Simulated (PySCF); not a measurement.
A GIAO shielding run with PySCF (density fitting, non-relativistic, gas phase) on SMILES SC#N, CHNS:

```
$ OMP_NUM_THREADS=1 python probes_run.py task.json out

{"job": {"kind": "nmr", "xc": "wB97X-D", "basis": "pcSseg-2", "pop": false}, "charge": 0, "multiplicity": 1}
N      1.770170    -0.088197    -0.447714
C      0.631720     0.099575    -0.429261
S     -1.016161     0.444815    -0.472800
H     -1.347705    -0.481530     0.445133
```

Hardware: 1 thread of an Intel Xeon 6975P-C, shared host.

(1) How large is the calculation?

(2) How long does it take, and how much memory does it need?

(3) And these other runs on the same molecule and hardware: GIAO shielding at B97-2/pcSseg-2; GIAO shielding at KT3/pcSseg-2; GIAO shielding at PBE0/pcSseg-2?

Answers

(1) 30 electrons, 129 basis functions and 383 auxiliary functions.

(2) 3.3 s of wall time, with 13 SCF cycles and 7 response iterations; peak memory 0.45 GiB. Times on a shared host scatter by some tens of per cent.

(3) B97-2/pcSseg-2: 129 functions, 2.4 s; KT3/pcSseg-2: 129 functions, 3.9 s; PBE0/pcSseg-2: 129 functions, 4.8 s.
